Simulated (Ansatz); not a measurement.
**Molecular dynamics of BClFH3**

input.yaml

```yaml
crystal:
  periodic: [false, false, false]
  atoms:
    - { symbol: B, position_ang: [0.011351, -0.216608, 0.006158] }
    - { symbol: Cl, position_ang: [-7.8e-05, 0.220551, 2.022448] }
    - { symbol: H, position_ang: [1.051066, 0.144738, -0.432997] }
    - { symbol: H, position_ang: [-1.051278, 0.075037, -0.429978] }
    - { symbol: F, position_ang: [0.061246, -1.702822, 0.408055] }
    - { symbol: H, position_ang: [0.047991, -1.250096, 1.507014] }
basis:
  gaussian: { orbitals: "6-31G*" }
hamiltonian:
  xc: b3lyp
  dispersion: d4
md:
  timestep: 0.5
  n_steps: 200
  ensemble: nve
  temperature: 100.0
  initial_velocities: maxwell_boltzmann
  seed: 3837
```

Launched with:

```bash
$ ansatz run input.yaml --threads 1 --pin off --max-ram 2048MiB --backend cpu --events-out ev --progress --plain --runs-dir out
```

It starts at the highest image of a converged band, a first-order saddle point between two minima.

Output, in part (step lines, the closing report, with atoms numbered from 0):

```
md step     0: t =     0.00 fs  T =   100.0 K  F+E_penalty+E_count = -15964.69871537 eV  E_kin = 0.051704 eV  conserved = -15964.64701137 eV  (24 SCF iters)
md step     1: t =     0.50 fs  T =    98.1 K  F+E_penalty+E_count = -15964.69773355 eV  E_kin = 0.050730 eV  conserved = -15964.64700370 eV  (23 SCF iters)
md step     2: t =     1.00 fs  T =    92.8 K  F+E_penalty+E_count = -15964.69492648 eV  E_kin = 0.047956 eV  conserved = -15964.64697072 eV  (22 SCF iters)
md step     3: t =     1.50 fs  T =    84.9 K  F+E_penalty+E_count = -15964.69083760 eV  E_kin = 0.043918 eV  conserved = -15964.64691950 eV  (22 SCF iters)
md step     4: t =     2.00 fs  T =    76.2 K  F+E_penalty+E_count = -15964.68628551 eV  E_kin = 0.039421 eV  conserved = -15964.64686446 eV  (23 SCF iters)
md step     5: t =     2.50 fs  T =    68.3 K  F+E_penalty+E_count = -15964.68214105 eV  E_kin = 0.035319 eV  conserved = -15964.64682194 eV  (23 SCF iters)
md step     6: t =     3.00 fs  T =    62.4 K  F+E_penalty+E_count = -15964.67907422 eV  E_kin = 0.032269 eV  conserved = -15964.64680475 eV  (23 SCF iters)
md step     7: t =     3.50 fs  T =    59.1 K  F+E_penalty+E_count = -15964.67735667 eV  E_kin = 0.030539 eV  conserved = -15964.64681724 eV  (22 SCF iters)
[... lines left out ...]
Total energy: -15965.56139431 eV, -586.7235593948 hartree
Atom 0 at     0.075425    -0.925283    -1.013128 Å, force    -0.584394    -0.444084     1.190805 eV/Å
Atom 1 at    -0.037940     0.650368     2.783530 Å, force     0.093055     0.035035     0.308770 eV/Å
Atom 2 at     1.077230    -0.601443    -1.541969 Å, force     0.156642     0.311761    -0.426346 eV/Å
Atom 3 at    -0.918171    -0.270146    -0.761385 Å, force     0.449839    -0.052769    -0.444570 eV/Å
Atom 4 at     0.070502    -2.151867    -0.488764 Å, force    -0.017983     0.193256    -0.292213 eV/Å
Atom 5 at     0.358684     0.788610     4.015110 Å, force    -0.097158    -0.043200    -0.336447 eV/Å
Dipole moment:     0.097043     0.142491     0.226082 e Å
```

The steps, from the saved trajectory:

| time (fs) | T (K) | potential energy less start (eV) | conserved less start (meV/atom) |
| --- | --- | --- | --- |
| 0 | 100 | 0.000 | 0.00 |
| 3 | 62 | 0.020 | 0.03 |
| 6 | 51 | 0.025 | 0.01 |
| 9 | 14 | 0.045 | 0.04 |
| 12 | 45 | 0.028 | 0.01 |
| 15 | 51 | 0.025 | 0.04 |
| 18 | 112 | -0.006 | 0.01 |
| 21 | 172 | -0.037 | 0.05 |
| 24 | 352 | -0.130 | 0.02 |
| 27 | 582 | -0.249 | 0.03 |
| 30 | 862 | -0.394 | -0.03 |
| 33 | 983 | -0.456 | 0.01 |
| 36 | 1089 | -0.511 | -0.01 |
| 39 | 1204 | -0.571 | 0.04 |
| 42 | 1411 | -0.678 | -0.03 |
| 45 | 1472 | -0.709 | 0.01 |
| 48 | 1498 | -0.723 | 0.00 |
| 51 | 1500 | -0.724 | 0.04 |
| 54 | 1617 | -0.784 | 0.00 |
| 57 | 1712 | -0.833 | 0.01 |
| 60 | 1746 | -0.851 | -0.01 |
| 63 | 1707 | -0.831 | 0.02 |
| 66 | 1726 | -0.841 | 0.01 |
| 69 | 1764 | -0.860 | 0.01 |
| 72 | 1799 | -0.878 | 0.01 |
| 75 | 1813 | -0.886 | 0.00 |
| 78 | 1783 | -0.870 | 0.01 |
| 81 | 1743 | -0.849 | 0.02 |
| 84 | 1747 | -0.852 | 0.03 |
| 87 | 1813 | -0.886 | -0.01 |
| 90 | 1821 | -0.890 | 0.00 |
| 93 | 1756 | -0.856 | 0.00 |
| 96 | 1677 | -0.815 | 0.04 |
| 99 | 1745 | -0.850 | 0.01 |

The run went to its last step. The conserved energy stayed within 0.046 meV per atom of its start (net change 0.012 meV per atom), so the integration is sound. The kinetic energy rose, since the run started high on the potential surface and went downhill. It ends in pieces (BFH2 + ClH), so much of that is their flight and rotation, not heat. A run of 0.1 ps of so small a system gives no equilibrium averages. The orbitals stay closed-shell, which can raise the energy where a bond breaks towards radicals; this wasn't checked here.

Between its relaxed ends the band would form B1–F5, Cl2–H6 and break B1–Cl2, F5–H6. These pairs go: B1–F5 1.54 → 1.33 Å, Cl2–H6 1.56 → 1.30 Å, B1–Cl2 2.06 → 4.11 Å, F5–H6 1.19 → 5.39 Å. In the last frame they stand as after the step (other bonds may differ from the relaxed reactants and products). It ends as BFH2 + ClH. Pairs count as bonded within 1.25 times the sum of covalent radii (0.12 Å more for H–H).

Last frame:

```xyz
6
Properties=species:S:1:pos:R:3
B 0.075 -0.925 -1.013
Cl -0.038 0.650 2.784
H 1.077 -0.601 -1.542
H -0.918 -0.270 -0.761
F 0.070 -2.152 -0.489
H 0.359 0.789 4.015
```

The run took 4.7 min on 1 thread of Arm Neoverse V1, on a shared host, peak memory 0.1 GiB.
